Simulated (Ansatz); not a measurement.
A made-up structure of CH4Si2, closed shell:

```xyz
7
angstrom
Si -1.3704 0.2564 -0.9260
C -0.0006 -0.0003 0.0009
Si 1.3702 -0.2565 0.9262
H 0.3836 0.9156 0.3711
H -1.5578 1.4332 -1.8059
H 1.5275 0.2342 2.3149
H 2.5584 -0.9990 0.4456
```

It is relaxed with PBE-D4/def2-SVP and then PBE0-D4/def2-TZVP (Ansatz 0.2.0). Atoms count as bonded within 1.22 times the sum of their covalent radii (H–H: 0.88 Å). The end point is not checked to be a true minimum.

Does its bonding change? (A judgement: the text doesn't fix the answer.)

Computed: Yes. Formed: none; broken: Si3–H4.

Where it ends: The first stage lowers the energy by 2.15 eV in 13 steps. It ends as CH₄Si₂ ([SiH][CH][SiH2]):
Si1  (-0.510, -0.057, -1.365)
C2  (0.045, 0.647, 0.246)
Si3  (1.384, -0.198, 0.908)
H4  (-0.392, 1.500, 0.758)
H5  (-1.653, 0.932, -1.607)
H6  (2.071, 0.117, 2.186)
H7  (1.966, -1.357, 0.201)
(Å)

Labels in which every atom is bracketed show which atoms are joined, not bond orders.

For scale, one of the runs: PBE0-D4/def2-TZVP relaxation, 129 basis functions, launched by `ansatz run in.yaml --threads 2 --pin off --events-out ev --progress --plain --max-ram 4352MiB`. The run took about 38 s on 2 CPU threads of an Arm Neoverse V2 (shared host).
